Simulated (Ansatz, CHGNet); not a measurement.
Voigt–Reuss–Hill shear modulus (GPa) of solids drawn from the class of tetrahedrally bonded semiconductors and semimetals, at two levels: the machine-learned potential CHGNet-r²SCAN (trained on r²SCAN data), and PBE in Ansatz (plane waves, PAW).

```csv
solid,CHGNet-r²SCAN,PBE,shift (%)
wurtzite GaN,51.1,104,+104
zinc-blende AlN (metastable phase),63.2,120,+90
zinc-blende GaN (metastable phase),45.9,103,+124
3C-SiC,45.1,186,+312
zinc-blende BP,33.4,162,+385
wurtzite ZnO,27.2,41.5,+53
zinc-blende CdTe,2.42,13.4,+454
wurtzite BN (high-pressure phase),158,382,+142
zinc-blende CdS (metastable phase),2.03,17.5,+762
zinc-blende BAs,8.03,126,+1469
```

The shifts run from +53 % to +1469 %, with a median of +227 %.

Over all 10 rows PBE is the larger in 10.

Ansatz's runs of these crystals have no spin polarisation.

Spin–orbit coupling is left out, also for the solids with elements from indium on (zinc-blende CdTe); its size isn't shown.

Each level is taken at its own relaxed cell. Ansatz's density-functional and Hartree–Fock values are scalar-relativistic unless marked +SOC, with PAW data made under PBE.

Ansatz is a quantum-chemistry and plane-wave program.
